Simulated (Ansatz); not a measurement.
Input file:

```yaml
crystal:
  periodic: [false, false, false]
  atoms:
    - {symbol: B, position_ang: [0.000000, 0.000000, 1.002078]}
    - {symbol: O, position_ang: [0.000000, 0.000000, -0.024922]}
    - {symbol: H, position_ang: [0.000000, 0.000000, -0.977157]}
basis:
  gaussian: {orbitals: 6-31G}
correlation: {method: fci, electrons: outside_noble_gas}
```

```sh
$ ansatz run in.yaml --threads 1 --pin off --events-out ev --progress --plain --max-ram 2393MiB
```

Output:

```
386 factors; integrals over basis functions are off by at most 6.7e-8 eV
mean field evaluation 1: about -2717.8737 eV, gradient 2.6e1 eV
mean field evaluation 2: about -2717.8791 eV, gradient 2.6e1 eV
mean field evaluation 4: about -2719.0853 eV, gradient 1.6e0 eV
mean field evaluation 8: about -2719.0934 eV, gradient 7.1e-4 eV
mean field -2719.09344587 eV, -99.9248410679 hartree, gradient 4.7e-6 eV, S^2 0.000000; 0 other end points of the search recorded, 0 dependent functions left out
2 core orbitals not correlated: weight in the atoms' cores, before any rotation towards them, 1.000 or more for the frozen orbitals, at most 0.000 for the correlated occupied ones
reference -2719.09344587 eV, -99.9248410679 hartree; 5, 5 occupied and 13, 13 virtual orbitals, 386 factors
state -2723.73839539 eV, -100.0955398144 hartree
Total energy: -2723.73839539 eV, -100.0955398144 hartree
```

Natural occupations: 1.9899 1.9753 1.9719 1.9719 1.9242 0.0457 0.0457 0.0229 0.0135 0.0100 0.0100 0.0092 0.0040 0.0017 0.0017 0.0015 0.0006 0.0003.

Ran on 1 thread of Arm Neoverse V1, shared host: 89 s wall, 1.2 GiB peak host memory.
